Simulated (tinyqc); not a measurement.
A ladder of methods, and size consistency: correlation methods against full CI in the sto-3g basis, for LiH, spin multiplicity 1. Computed by the program tinyqc with PySCF. All electrons correlated; +Q is the Davidson correction (1 - c0^2) E_corr. The last columns treat two copies 100 angstrom apart as one system. FCI is the lowest singlet.

Geometry (angstrom):

| atom | x | y | z |
|---|---|---|---|
| Li | 0.0000 | 0.0000 | 0.0000 |
| H | 0.0000 | 0.0000 | 1.4480 |

RHF energy of one = -7.862512 hartree

Correlation energies (hartree):

| method | E_corr of one | share of FCI (%) | E_corr of two at 100 angstrom | two minus twice one (mhartree) |
|---|---|---|---|---|
| MP2 | -0.01190 | 64.714 | -0.02381 | 0.000 |
| CISD | -0.01838 | 99.938 | -0.03602 | 0.740 |
| CISD+Q | -0.01877 | 102.070 | -0.03742 | 0.123 |
| CCSD | -0.01838 | 99.952 | -0.03677 | -4.22e-05 |
| CCSD(T) | -0.01839 | 99.991 | -0.03678 | -4.22e-05 |
| FCI | -0.01839 | 100.000 | - | - |

What does the comparison show, and why?

MP2 recovers 65 %, CISD 99.9 % and CCSD 100.0 % of the FCI value (c0^2 = 0.979 in CISD). MP2 and coupled cluster are size consistent, so their last column vanishes; CISD loses 0.74 mhartree, since a double excitation on each copy is a quadruple of the pair, and the Davidson correction leaves +0.12.
